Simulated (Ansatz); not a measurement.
System: bcc Rb. Method: LDA in Ansatz (PAW).

Settings: plane-wave cutoff 520 eV, 18×18×18 k mesh, Fermi–Dirac smearing 0.1 eV, perturbation theory, force constants from a 6×6×6 q mesh, scalar-relativistic PAW data made under PBE.

Computed at the level's own relaxed cell. Harmonic vibrational thermodynamics at fixed volume:

```tsv
T (K)	S_vib (J/K per mol of atoms)	C_V (J/K per mol of atoms)	F_vib (eV/atom)
0	0.00	0.00	0.0063
100	45.63	24.39	-0.0209
200	62.71	24.80	-0.0780
300	72.78	24.88	-0.1486
500	85.50	24.92	-0.3137
600	90.04	24.92	-0.4048
800	97.21	24.93	-0.5992
```

The crystal is taken as a harmonic solid at every temperature: melting, phase changes and thermal expansion are not seen, nor the electrons' share in a metal.

Ansatz is a program for electronic structure.
